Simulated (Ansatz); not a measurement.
**C2H6S, singlet: cost against accuracy**

Geometry (MP2(full)/6-31G*, from the G2/97 set):

```csv
atom,x (Å),y (Å),z (Å)
C,1.5629,0.7481,0.0000
C,0.0486,0.8951,0.0000
S,-0.7075,-0.7626,0.0000
H,-1.9867,-0.3590,0.0000
H,-0.2764,1.4452,0.8858
H,-0.2764,1.4452,-0.8858
H,2.0351,1.7338,0.0000
H,1.9035,0.2064,0.8855
H,1.9035,0.2064,-0.8855
```

Measured, as an electronic atomization energy: 3216.0 kJ/mol (G2/97 heats of formation of molecule and atoms, with zero-point and thermal terms from B3LYP taken off; Curtiss et al., J. Chem. Phys. 106, 1063 (1997), Staroverov et al., J. Chem. Phys. 119, 12129 (2003)). The measured value holds scalar relativity and spin–orbit coupling, which all computed ones lack, and core correlation, which the wave-function levels lack. Atoms are taken at the same level; beside RHF, RMP2 and RCC rows they are unrestricted. The atoms' steps beyond CCSDT(Q) are taken from restricted open-shell runs, which share full CI's core. Ansatz 0.2.0; the 6-31G* set has Cartesian d functions; a miss is computed less measured; times are wall times on shared hosts and scatter by a factor of two or so.

| level | basis | miss (kJ/mol) | time of the run | hardware |
| --- | --- | --- | --- | --- |
| RHF | STO-3G | -202.3 | 0.22 s | 1 CPU thread |
| B3LYP | STO-3G | 645.6 | 0.55 s | 1 CPU thread |
| RHF | 6-31G* | -831.6 | 0.58 s | 1 CPU thread |
| RCCSD(T) | 6-31G | -500.1 | 0.7 s | 1 CPU thread |
| revPBE | 6-31G | -154.3 | 0.73 s | 1 CPU thread |
| B2PLYP | STO-3G | 457.3 | 0.77 s | 1 CPU thread |
| BCCD(T) | 6-31G | -499.9 | 0.79 s | 1 CPU thread |
| RHF | cc-pV(D+d)Z | -848.4 | 0.89 s | 1 CPU thread |
| PBE | 6-31G* | 33.0 | 0.92 s | 1 CPU thread |
| r2SCAN | STO-3G | 653.4 | 0.94 s | 1 CPU thread |
| PBE | cc-pV(D+d)Z | -0.2 | 1.1 s | 1 CPU thread |
| RCCSD(T) | 6-31G* | -305.3 | 1.1 s | 1 CPU thread |
| B3LYP | 6-31G* | -30.3 | 1.2 s | 1 CPU thread |
| RCCSDT(Q) | STO-3G | 157.1 | 1.5 s | 1 CPU thread |
| CAM-B3LYP | cc-pV(D+d)Z | -45.9 | 1.5 s | 1 CPU thread |
| r2SCAN | 6-31G* | -12.7 | 1.7 s | 1 CPU thread |
| RPA-PBE | cc-pV(D+d)Z | -316.3 | 1.8 s | 1 CPU thread |
| CISDTQ | STO-3G | 155.4 | 1.9 s | H100 + 2 CPU threads |
| CAM-B3LYP | cc-pV(T+d)Z | -2.1 | 2.1 s | H100 + 2 CPU threads |
| SPW92 | cc-pV(T+d)Z | 426.6 | 2.3 s | H100 + 2 CPU threads |
| B2PLYP | cc-pV(D+d)Z | -111.8 | 2.3 s | 1 CPU thread |
| BCCD(T) | cc-pV(T+d)Z | -71.9 | 2.5 s | H100 + 2 CPU threads |
| r2SCANh | cc-pV(T+d)Z | -6.9 | 2.7 s | H100 + 2 CPU threads |
| r2SCAN | cc-pV(Q+d)Z | 7.4 | 2.9 s | H100 + 2 CPU threads |
| BCCD(T) | cc-pV(D+d)Z | -222.7 | 3 s | 1 CPU thread |
| PBE | cc-pV(T+d)Z | 36.2 | 3 s | H100 + 2 CPU threads |
| PBE | cc-pV(Q+d)Z | 38.9 | 3.2 s | H100 + 2 CPU threads |
| RCCSDT(Q) | 6-31G* | -304.0 | 3.2 s | H100 + 2 CPU threads |
| wB97M-V | cc-pV(Q+d)Z | 16.3 | 3.5 s | H100 + 2 CPU threads |
| B97M-V | cc-pV(T+d)Z | 14.8 | 3.5 s | H100 + 2 CPU threads |
| revPBE | cc-pV(T+d)Z | -60.2 | 3.6 s | H100 + 2 CPU threads |
| B2PLYP | cc-pV(Q+d)Z | -16.9 | 4.1 s | H100 + 2 CPU threads |
| RPA-PBE | cc-pV(Q+d)Z | -153.1 | 4.5 s | H100 + 2 CPU threads |
| CISD | 6-31G* | -452.2 | 4.5 s | 1 CPU thread |
| wB97M-V | cc-pV(D+d)Z | -1.1 | 4.7 s | 1 CPU thread |
| PBE0 | cc-pV(T+d)Z | 3.0 | 4.7 s (with forces) | H100 + 2 CPU threads |
| RCCSD(T) | cc-pV(T+d)Z | -72.6 | 4.9 s (with forces) | H100 + 2 CPU threads |
| BCCD(T) | cc-pV(Q+d)Z | -27.3 | 12 s | H100 + 2 CPU threads |
| RCCSDT(Q) | 6-31G | -498.7 | 13 s | 1 CPU thread |
| RCCSDTQ | STO-3G | 157.2 | 25 s | 1 CPU thread |

HF's time is that of a plain UHF run.

The smallest set from which on each level stays within 1 kcal/mol of its own cc-pV(Q+d)Z value: RHF cc-pV(T+d)Z; PBE cc-pV(T+d)Z; r2SCAN cc-pV(T+d)Z; B3LYP none (cc-pV(T+d)Z is 1.0 kcal/mol off); wB97M-V cc-pV(T+d)Z; B2PLYP none (cc-pV(T+d)Z is 3.9 kcal/mol off); RMP2 none (cc-pV(T+d)Z is 11.1 kcal/mol off); RCCSD(T) none (cc-pV(T+d)Z is 10.6 kcal/mol off).
